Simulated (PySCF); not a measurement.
One of the candidates below gave these computed data.

All candidates are C4H5N.

| technique | computed result |
| --- | --- |
| Rotational structure | rotational constants A, B, C: 19.511, 2.866, 2.721 GHz [GFN2-xTB] |
| UV, first state | lowest singlet excitation: 7.67 eV (162 nm, f = 0.385) [TDDFT CAM-B3LYP/def2-SVPD] |
| Polarisability | 52.7 au [CAM-B3LYP/def2-SVPD] |
| Dipole | 3.88 D [CAM-B3LYP/def2-SVPD] |
| Triplet | lowest triplet excitation (Tamm–Dancoff): 4.53 eV [TDA CAM-B3LYP/def2-SVPD] |

The electronic properties come from PySCF, for the isolated species, density fitting. Levels stand in brackets. One conformer (not necessarily the lowest) at the GFN2-xTB geometry, without solvent, vibrations or thermal averaging.

**Question.** Which candidate is it?
A. `C=C[C@H]1C=N1`
B. `[C-]#[N+]CC=C`
C. `[C-]#[N+]C1CC1`

**Answer.** B. It is `[C-]#[N+]CC=C`. Numbering: `[C-:1]#[N+:2][CH2:3][CH:4]=[CH2:5]`. The optimised geometry has point group C1 and is an asymmetric top.

The others, at the same levels:
- `C=C[C@H]1C=N1` fails: its computed lowest singlet excitation is 4.62 eV (268 nm, f = 0.015) (against 7.67 eV), lowest triplet excitation (Tamm–Dancoff) is 3.81 eV (against 4.53 eV) and rotational constant A is 21.986 GHz (against 19.511 GHz).
- `[C-]#[N+]C1CC1` fails: its computed lowest singlet excitation is 7.30 eV (170 nm, f = 0.001) (against 7.67 eV), lowest triplet excitation (Tamm–Dancoff) is 5.80 eV (against 4.53 eV) and static isotropic polarisability is 49.9 au (against 52.7 au).

Each candidate is one conformer, not necessarily the lowest. The conformers computed, where there is a choice (atom-mapped SMILES and torsion angles):
- `[C-:1]#[N+:2][CH2:3][CH:4]=[CH2:5]`: N2–C3–C4–C5 123°
- `[CH2:1]=[CH:2][C@H:3]1[CH:4]=[N:5]1`: C1–C2–C3–C4 153°
